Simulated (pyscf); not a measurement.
A first-order saddle from PySCF, ωB97X-D3(BJ)/def2-SVP:

```
B
F 1 1.3430
F 1 1.3430 2 119.05
F 1 1.6399 2 107.41 3 122.14
H 4 1.1392 1 61.10 2 115.48
B 5 1.5714 4 150.06 1 -0.08
H 6 1.2019 5 155.69 4 -0.31
H 6 1.2078 7 117.69 1 -179.89
```
Charge 0, spin multiplicity 1.

Surface: singlet, charge 0. Lowest wavenumbers (cm⁻¹): 1208i, 129, 287, 313, 359.

Name the species on either side of this saddle.

F–B(F)–F (SMILES FB(F)F) + BH₃ (SMILES B) <-> HF (SMILES F) + H₂B–B(F)–F (SMILES BB(F)F), a four-centre exchange read from left to right: B–F, B–H broken and F–H, B–B formed. At CCSD(T)/def2-TZVPP + ΔMP2(QZVPP) it lies +62.5 kcal/mol from the left side and +26.1 kcal/mol from the right (each side as separated species at their lowest minima found). At the saddle there is also a short B–H contact that neither side keeps. This is the saddle that the search found; another between the same sides may lie lower. The CCSD(T) − MP2 part came from Ansatz, without density fitting, on the same reference.
